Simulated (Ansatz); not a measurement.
# BSiF (quintet): from Hartree-Fock to the top rungs, def2-QZVPP

One table from this session's results is given with a row withheld; the runs are named, their logs left out.

Computed with Ansatz 0.2.0, Gaussian basis. Level: def2-QZVPP, core rule «outside noble gas», up to 7 orbitals frozen.

Plan: UHF; ROHF; CCSD(T) on UHF.

2 further runs of the same task are left out: 2 set aside as unsound or not needed.

### The geometry

The geometry is a PBE0/def2-TZVP stationary point (not a proven minimum) of the parent state, kept for this charge and spin.

3 atoms, charge 0, spin multiplicity 5.

Atoms are counted from 1 here; the program's logs count them from 0.

Bond lengths: F1–B2 1.280 Å, B2–Si3 1.896 Å. Angles: F1–B2–Si3 180.0°.

Set-up of the first run:

in.yaml reads:

```yaml
crystal:
  periodic: [false, false, false]
  atoms:
    - {symbol: F, position_ang: [0.000000, 0.000000, 1.485424]}
    - {symbol: B, position_ang: [0.000000, 0.000000, 0.205103]}
    - {symbol: Si, position_ang: [0.000000, 0.000000, -1.690526]}
basis:
  gaussian: {orbitals: "def2-QZVPP.json"}
magnetization: {spin_polarized: true, initial_magnetization: 4}
hamiltonian: {xc: hf}
output: {orbitals: {seedname: orbitals}}
```

The run is started by

```bash
$ ansatz run in.yaml --threads 1 --pin off --events-out ev --progress --plain --max-ram 2393MiB
```

Among the steps run: UHF; ROHF; CCSD(T) on UHF.

One table of the session follows, with a row left open; its other results are not shown here.

It belongs to the step «Misses and costs». 

| method | from UCCSD(T) (meV) |
| --- | --- |
| ROHF | +11888.1 |
| UHF | ? |
| UMP2 | +911.5 |
| UCCSD | +441.4 |
| UCCSD(T) | 0 |

Q: Estimate the row for UHF from the others.

As computed: from UCCSD(T) (meV): +11761.7. In the column «from UCCSD(T) (meV)» it lies between UMP2 (+911.5) and ROHF (+11888.1).
